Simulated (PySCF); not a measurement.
# SiH2Cl− (SMILES [SiH2-]Cl): PBE/STO-3G

What is the vertical ionisation energy of SiH2Cl− at PBE/STO-3G? Input form: a Python script.

The calculation is run with PySCF 2.14.0.

11 further runs of the same task are left out: 3 that didn't finish, 8 set aside as unsound or not needed.

### 1 The system as given

SiH2Cl− has 4 atoms, charge -1, and is taken as a singlet. SMILES: `[SiH2-]Cl`. Geometry: relaxed at GFN2-xTB.

Bond lengths: Si1–Cl2 2.290 Å, Si1–H3 1.492 Å, Si1–H4 1.493 Å. Angles: Cl2–Si1–H3 95.2°, Cl2–Si1–H4 94.9°, H3–Si1–H4 98.8°.

### 2 A single-point energy at PBE/STO-3G

calc.py

```python
from pyscf import gto, dft

mol = gto.M(
    atom='''
Si    -0.921978     0.814907     0.479839
Cl     3.159830    -0.231454     1.463650
H     -1.835056    -1.847358     0.312523
H     -0.402814     1.263924    -2.256012
''',
    charge=-1,
    max_memory=1860,
    verbose=3,
    unit='bohr',
    basis='sto-3g',
)

mf = dft.RKS(mol, xc='pbe')
mf.grids.level = 5
mf.conv_tol = 1e-10
mf.kernel()
if not mf.converged:
    mf = mf.newton().run(mf.mo_coeff, mf.mo_occ)

etot = mf.e_tot
print('Final energy', etot)
```

On the command line:

```console
$ OMP_NUM_THREADS=1 python calc.py
```

The program printed:

```text
converged SCF energy = -742.055696382477
Final energy -742.0556963824773
```

Run time: 1.9 s. Hardware: 1 thread of Arm Neoverse V2, shared host; peak memory 0.2 GiB.

### 3 Doublet neutral SiH2Cl at the same level

input.py

```python
from pyscf import gto, dft

mol = gto.M(
    atom=[
    ('Si', (-0.487890, 0.431230, 0.253920)),
    ('Cl', (1.672110, -0.122480, 0.774530)),
    ('H', (-0.971070, -0.977580, 0.165380)),
    ('H', (-0.213160, 0.668840, -1.193830)),
],
    max_memory=1860,
    verbose=4,
    spin=1,
    basis='sto-3g',
)

ks = dft.UKS(mol)
ks.xc = 'pbe'
ks.conv_tol = 1e-10
ks.grids.level = 5
ks.kernel()
if not ks.converged:
    ks = ks.newton().run(ks.mo_coeff, ks.mo_occ)

e_tot = ks.e_tot
print('E = %.10f Eh' % e_tot)
```

On the command line:

```console
$ OMP_NUM_THREADS=1 python input.py
```

The program printed:

```text
PySCF version 2.14.0

[INPUT] num. atoms = 4
[INPUT] num. electrons = 33
[INPUT] charge = 0
[INPUT] spin (= nelec alpha-beta = 2S) = 1
[INPUT] symmetry False subgroup None
[INPUT] Mole.unit = angstrom
[INPUT] Symbol           X                Y                Z      unit          X                Y                Z       unit  Magmom
[INPUT]  1 Si    -0.487890000000   0.431230000000   0.253920000000 AA   -0.921978478914   0.814906596696   0.479839257550 Bohr   0.0
[INPUT]  2 Cl     1.672110000000  -0.122480000000   0.774530000000 AA    3.159829950146  -0.231453655737   1.463649575259 Bohr   0.0
[INPUT]  3 H     -0.971070000000  -0.977580000000   0.165380000000 AA   -1.835056347781  -1.847358464852   0.312522906481 Bohr   0.0
[INPUT]  4 H     -0.213160000000   0.668840000000  -1.193830000000 AA   -0.402814020712   1.263924421154  -2.256011739290 Bohr   0.0

[... 85 lines left out ...]
converged SCF energy = -742.114701559178  <S^2> = 0.75088187  2S+1 = 2.0008817
E = -742.1147015592 Eh
```

Wall time 3.6 s (1 thread of Arm Neoverse V2, shared host); peak memory 0.21 GiB.

### 4 What came out

At PBE/STO-3G:

```
                                                              quantity          value
                                         singlet SiH2Cl−: total energy  -742.05570 Eh
                                          singlet SiH2Cl−: HOMO energy        5.97 eV
                                          singlet SiH2Cl−: LUMO energy       11.05 eV
singlet SiH2Cl−: HOMO–LUMO gap (to an unbound level, set by the basis)        5.07 eV
                                  doublet neutral SiH2Cl: total energy  -742.11470 Eh
                                 doublet neutral SiH2Cl: dipole moment         3.32 D
            doublet neutral SiH2Cl: HOMO energy (highest over α and β)       -3.90 eV
             doublet neutral SiH2Cl: LUMO energy (lowest over α and β)       -2.51 eV
                                          doublet neutral SiH2Cl: ⟨S²⟩          0.751
                   vertical detachment energy (to the doublet neutral)      -1.606 eV
```

What this shows: The species is unbound against losing an electron at this level, by 1.61 eV (−37 kcal/mol); missing correlation or diffuse functions can give that sign where the real anion is bound. In a minimal basis such a difference can be off by several eV, whatever the method. The HOMO (singlet SiH2Cl−) lies at positive energy, 5.97 eV, as semi-local functionals often give for anions; only total energies tell whether the electron is bound. Mulliken charges (doublet neutral SiH2Cl) run from -0.32 on Cl2 to +0.50 on Si1; they depend strongly on the basis.
